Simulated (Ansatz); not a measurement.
C3H6FN can be A, `CC/N=C\F`, or B, `C/C=N/CF`.

Isolated molecules relaxed with PBE0-D4/def2-TZVP in Ansatz; ΔE leaves out vibrations. CCSD(T)/CBS adds triple-zeta CCSD(T) − MP2 to the extrapolated MP2 energy (def2 sets, frozen cores). Double bonds are as drawn, so ΔE can hold a change between cis and trans. DFT in def2-TZVPP. B3LYP here is the variant with VWN-RPA as its local correlation; programs differ in this. Each species was taken in one conformer, which may not be the lowest.

(1) Which is lower in electronic energy at CCSD(T)/CBS, and by how much? (An estimate is asked.)

(2) Give E(B) − E(A) in kJ/mol with HF/def2-TZVPP, B3LYP, PBE-D4, B3LYP-D4, LDA (SPW92), B2PLYP, ωB97M-V. (An estimate is asked.)

(3) Does the order hold for the free energy at 298.15 K (harmonic terms from PBE0-D4)? (Best estimate.)

Largest T1 diagnostic: 0.012.

## Answers

(1) Ansatz gave: A, by 17.6 kJ/mol.

(2) Ansatz gave: HF/def2-TZVPP 9.7, B3LYP 16.9, PBE-D4 21.6, B3LYP-D4 17.9, LDA (SPW92) 23.7, B2PLYP 18.4, ωB97M-V 18.7. None reverses the order clearly.

(3) Ansatz gave: Yes: G(B) − G(A) = +17.3 kJ/mol, for one conformer each. Modes under 60 cm⁻¹, often nearly free rotors, make the harmonic entropy too high.

From BLYP to BHLYP (50 % exact exchange), in def2-TZVPP and without D4, E(B) − E(A) moves by −4.3 kJ/mol. Leaving LDA and LC-ωPBE aside and taking each functional with its dispersion term where it has one, the values, not all of them listed here, spread over 7.0 kJ/mol, from BHLYP-D4 to r2SCAN-D4.
